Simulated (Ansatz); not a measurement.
1T (CdI2-type) HfS2 was calculated with PBE-D3(BJ) (plane waves, PAW; Ansatz, a quantum-chemistry and plane-wave program).

Run with plane-wave cutoff 520 eV, 12×12×6 k mesh (along the axes of the cell as run), perturbation theory, scalar-relativistic PAW data made under PBE.

Computed at the level's own relaxed cell.

Harmonic phonon frequencies (cm⁻¹; i marks an imaginary mode; at Γ without the LO shift):

```csv
q point,frequencies
Γ,0 0 0 151 151 257 257 304 331
M,58 82 151 208 246 261 284 309 328
K,55 134 134 245 258 258 299 299 321
```

No imaginary mode appears at these points.

Note: the dispersion coefficients are held fixed in the derivatives.
